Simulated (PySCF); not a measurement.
## input.py for Mg2

The script input.py:

```python
from pyscf import gto, dft

mol = gto.M(
    atom='Mg 0 0 0; Mg 0 0 3.116',
    basis='6-311g**',
    charge=0,
    spin=0,
    verbose=4,
)
mf = dft.RKS(mol, xc='pbesol')
mf.kernel()
mf.analyze()
print('orbital energies (hartree):', mf.mo_energy[..., max(0, mol.nelec[1]-3):mol.nelec[0]+3].round(4))
```

```bash
$ OMP_NUM_THREADS=1 python input.py
```

The log (some set-up lines removed):

```
PySCF version 2.14.0

[INPUT] verbose = 4
[INPUT] num. atoms = 2
[INPUT] num. electrons = 24
[INPUT] charge = 0
[INPUT] spin (= nelec alpha-beta = 2S) = 0
[INPUT] symmetry False subgroup None
[INPUT] Mole.unit = angstrom
[INPUT] Symbol           X                Y                Z      unit          X                Y                Z       unit  Magmom
[INPUT]  1 Mg     0.000000000000   0.000000000000   0.000000000000 AA    0.000000000000   0.000000000000   0.000000000000 Bohr   0.0
[INPUT]  2 Mg     0.000000000000   0.000000000000   3.116000000000 AA    0.000000000000   0.000000000000   5.888386604145 Bohr   0.0

nuclear repulsion = 24.4549160373813
number of shells = 24
number of NR pGTOs = 90
number of NR cGTOs = 52
basis = 6-311g**
ecp = {}

******** <class 'pyscf.dft.rks.RKS'> ********
method = RKS
initial guess = minao
damping factor = 0
level_shift factor = 0
DIIS = <class 'pyscf.scf.diis.CDIIS'>
diis_start_cycle = 1
diis_space = 8
diis_damp = 0
SCF conv_tol = 1e-09
SCF conv_tol_grad = None
SCF max_cycles = 50
direct_scf = True
direct_scf_tol = 1e-13
XC library pyscf.dft.libxc version 7.0.0
    S. Lehtola, C. Steigemann, M. J.T. Oliveira, and M. A.L. Marques.,  SoftwareX 7, 1–5 (2018)
XC functionals = pbesol
    J. P. Perdew, A. Ruzsinszky, G. I. Csonka, O. A. Vydrov, G. E. Scuseria, L. A. Constantin, X. Zhou, and K. Burke.,  Phys. Rev. Lett. 100, 136406 (2008)
    J. P. Perdew, A. Ruzsinszky, G. I. Csonka, O. A. Vydrov, G. E. Scuseria, L. A. Constantin, X. Zhou, and K. Burke.,  Phys. Rev. Lett. 100, 136406 (2008)
radial grids:
    Treutler-Ahlrichs [JCP 102, 346 (1995); DOI:10.1063/1.469408] (M4) radial grids

becke partition: Becke, JCP 88, 2547 (1988); DOI:10.1063/1.454033
pruning grids: <function nwchem_prune>
grids dens level: 3
symmetrized grids: False
atomic radii adjust function: <function treutler_atomic_radii_adjust>
small_rho_cutoff = 0
Set gradient conv threshold to 3.16228e-05
Initial guess from minao.
tot grids = 37160
init E= -399.029495274267
  HOMO = -0.143016645936667  LUMO = -0.0731613855452296  gap/eV = 1.90086
cycle= 1 E= -399.017306370816  delta_E= 0.0122  |g|= 0.156  |ddm|= 0.794
  HOMO = -0.146437502820547  LUMO = -0.0740132221669865  gap/eV = 1.97077
cycle= 2 E= -399.017851889391  delta_E= -0.000546  |g|= 0.102  |ddm|= 0.126
  HOMO = -0.144802364175365  LUMO = -0.0734014651135014  gap/eV = 1.94292
cycle= 3 E= -399.018494262659  delta_E= -0.000642  |g|= 0.00655  |ddm|= 0.0508
  HOMO = -0.144960778272752  LUMO = -0.0735036382444101  gap/eV = 1.94445
cycle= 4 E= -399.0184969366  delta_E= -2.67e-06  |g|= 0.000167  |ddm|= 0.00375
  HOMO = -0.144950807183915  LUMO = -0.0734773523957269  gap/eV = 1.94489
cycle= 5 E= -399.018496963895  delta_E= -2.73e-08  |g|= 2.7e-05  |ddm|= 0.000675
  HOMO = -0.144956517747611  LUMO = -0.0734836061661492  gap/eV = 1.94488
cycle= 6 E= -399.018496964572  delta_E= -6.77e-10  |g|= 1.87e-06  |ddm|= 9.97e-05
  HOMO = -0.144955906001039  LUMO = -0.0734830335856805  gap/eV = 1.94488
Extra cycle  E= -399.018496964571  delta_E= 7.39e-13  |g|= 1.73e-06  |ddm|= 5.79e-06
converged SCF energy = -399.018496964571
**** SCF Summaries ****
Total Energy =                        -399.018496964570943
Nuclear Repulsion Energy =              24.454916037381260
One-electron Energy =                 -607.668195934015785
Two-electron Energy =                  184.194782932063561
Two-electron Coulomb Energy =          215.942248290317593
DFT Exchange-Correlation Energy =      -31.747465358254043
HOMO-LUMO gap [eV] =                     1.944875921252535
**** MO energy ****
[1 lines left out]
MO #2   energy= -46.0862943326965  occ= 2
MO #3   energy= -2.90652497882147  occ= 2
MO #4   energy= -2.9063840832921   occ= 2
MO #5   energy= -1.70629629559587  occ= 2
MO #6   energy= -1.70629629559572  occ= 2
MO #7   energy= -1.70626289392123  occ= 2
MO #8   energy= -1.70626289392121  occ= 2
MO #9   energy= -1.70534137065328  occ= 2
MO #10  energy= -1.70494273119642  occ= 2
MO #11  energy= -0.21282525218147  occ= 2
MO #12  energy= -0.144955906001039 occ= 2
MO #13  energy= -0.0734830335856805 occ= 0
MO #14  energy= -0.0734830335856212 occ= 0
MO #15  energy= -0.0667842124483052 occ= 0
[37 lines left out]
 ** Mulliken pop on meta-lowdin orthogonal AOs  **
 ** Mulliken pop  **
pop of  0 Mg 1s           1.99995
pop of  0 Mg 2s           1.99955
pop of  0 Mg 3s           1.95118
pop of  0 Mg 4s           0.00648
pop of  0 Mg 5s           0.00067
pop of  0 Mg 6s           0.00033
pop of  0 Mg 2px          1.99946
pop of  0 Mg 2py          1.99946
pop of  0 Mg 2pz          1.99947
pop of  0 Mg 3px          0.00020
pop of  0 Mg 3py          0.00020
pop of  0 Mg 3pz          0.03350
[40 lines left out]
 ** Mulliken atomic charges  **
charge of    0Mg =      0.00000
charge of    1Mg =     -0.00000
Dipole moment(X, Y, Z, Debye): -0.00000, -0.00000, -0.00000
orbital energies (hartree): [-1.7049 -0.2128 -0.145  -0.0735 -0.0735 -0.0668]
```

In short: E(SCF) = -399.018497 Eh, 6 cycles, μz(SCF) = 0.00 D.

Run time: 1.4 s on 1 thread of Arm Neoverse V2 (shared host), peak memory 0.19 GiB.

Stability towards an unrestricted solution was not tested. The bond length is a typed value, not an optimised one.
